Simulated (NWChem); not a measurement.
## CH (+1)

```xyz
2

C      0.0000     0.0000     0.1639
H      0.0000     0.0000    -0.9833
```
Charge +1, spin multiplicity 1.

Everything below was run with NWChem. The geometry was optimised at PBE0/def2-SVP, a minimum by its harmonic frequencies.

Symmetry labels belong to the abelian group C2v used in the runs, with the axes of the coordinates shown; states degenerate in a higher group split over its labels.

B3LYP has NWChem's definition, with VWN1-RPA local correlation. The structure started from a generated list of species.

### Question
List the lowest 3 singlet excitations that TD-B3LYP/aug-cc-pVDZ, VWN1-RPA local correlation gives, with oscillator strengths.

### Answer
```csv
state,symmetry,energy (eV),wavelength (nm),f
1,b2,2.80,443,0.005
2,b1,2.80,443,0.005
3,a1,12.38,100,0.272
```
